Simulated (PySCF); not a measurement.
An excited-state job on `C[C@H]1C=CSC1`.

Method: TDDFT wB97X-D/def2-SVPD, vertical, gas phase, core orbitals frozen in the response (PySCF 2.14.0, density-fitted response routines). Geometry: GFN2-xTB. The input is one job of a driver script: a line of settings, then coordinates in Å.

Command:
```bash
OMP_NUM_THREADS=1 python probes_run.py task.json out
```

Input:
```
{"job": {"kind": "uv", "xc": "wB97X-D", "basis": "def2-SVPD", "nstates": 8, "ntriplets": 3}, "charge": 0, "multiplicity": 1}
C     -1.439980    -0.726873    -0.070309
C     -0.330576     0.158013     0.507108
C      0.939954    -0.634067     0.637190
C      1.892620    -0.346850    -0.236593
S      1.526893     0.970785    -1.323865
C     -0.019309     1.345463    -0.412898
H     -1.152310    -1.092750    -1.053582
H     -2.366091    -0.163744    -0.161859
H     -1.617436    -1.582129     0.577339
H     -0.652531     0.528653     1.486330
H      1.014871    -1.419725     1.369087
H      2.848332    -0.823432    -0.347067
H     -0.805161     1.524755    -1.143477
H      0.160048     2.261428     0.150430
```

Problem. What does the run print?

Solution. 
```
coarse grid: 12016 points
cycle   1  E = -593.1046396945  dE =  9.544e-01  |g| = 2.510e-01  |ddm| = 5.836e+00
cycle   2  E = -593.1218433499  dE = -1.720e-02  |g| = 1.500e-01  |ddm| = 8.955e-01
cycle   3  E = -593.1270766075  dE = -5.233e-03  |g| = 4.022e-02  |ddm| = 3.395e-01
cycle   4  E = -593.1275064983  dE = -4.299e-04  |g| = 1.582e-02  |ddm| = 1.101e-01
cycle   5  E = -593.1275740227  dE = -6.752e-05  |g| = 4.436e-03  |ddm| = 4.902e-02
cycle   6  E = -593.1275802635  dE = -6.241e-06  |g| = 1.266e-03  |ddm| = 1.402e-02
final grid: 110768 points
cycle   7  E = -593.1987268471  dE = -8.928e-05  |g| = 4.096e-03  |ddm| = 1.442e-01
cycle   8  E = -593.1987297724  dE = -2.925e-06  |g| = 2.831e-03  |ddm| = 2.202e-02
cycle   9  E = -593.1987317721  dE = -2.000e-06  |g| = 4.323e-04  |ddm| = 6.989e-03
cycle  10  E = -593.1987318487  dE = -7.653e-08  |g| = 1.984e-04  |ddm| = 2.097e-03
cycle  11  E = -593.1987318616  dE = -1.299e-08  |g| = 5.793e-05  |ddm| = 8.271e-04
cycle  12  E = -593.1987318631  dE = -1.485e-09  |g| = 1.845e-05  |ddm| = 2.260e-04
cycle  13  E = -593.1987318633  dE = -2.223e-10  |g| = 1.125e-05  |ddm| = 8.098e-05
converged SCF energy = -593.1987318633

Static polarisability (au): isotropic 75.790, principal 61.553 75.125 90.693

Singlet excitations
state   eV       nm        f      main configurations
  1   4.9264    251.7   0.00816   H->L+1 0.41, H->L 0.41, H->L+5 0.09
  2   5.4523    227.4   0.13548   H->L 0.49, H->L+1 0.42
  3   5.8827    210.8   0.00613   H->L+2 0.88
  4   6.4247    193.0   0.02661   H->L+3 0.88
  5   6.7195    184.5   0.00850   H->L+4 0.74, H->L+5 0.13
  6   6.8660    180.6   0.00489   H->L+5 0.57, H->L+4 0.12, H->L+7 0.09
  7   7.2215    171.7   0.02263   H->L+6 0.69
  8   7.5571    164.1   0.01077   H->L+9 0.56, H->L+7 0.20, H->L+8 0.11

Triplet excitations (Tamm-Dancoff, eV): 3.7844 4.6211 5.8615
```

The SCF starts on a coarse grid where the log names one; the energy can jump when the final grid takes over, and dE then counts from the start density on the new grid. H and L stand for HOMO and LUMO; the number after each pair is its weight.

Problem. How does the lowest singlet excitation compare with the HOMO–LUMO gap?

Solution. HOMO -7.62 eV and LUMO 1.91 eV give a gap of 9.53 eV; S1 at 4.93 eV lies 4.60 eV below it.

Main results: HOMO -7.62 eV, LUMO 1.91 eV; lowest singlet 4.93 eV; lowest triplet 3.78 eV (Tamm–Dancoff); mean polarisability 75.8 au.

The run took 31 s (grids of density and orbitals included) on Arm Neoverse V1, one thread (shared host), and the process peaked at 0.79 GiB of memory.

One conformer stands for the species.
Labels such as C1 count atoms from 1, the log's own numbers from 0.

wB97X-D is run here without its empirical dispersion term; that term would change no orbital, density or response property at a fixed geometry.
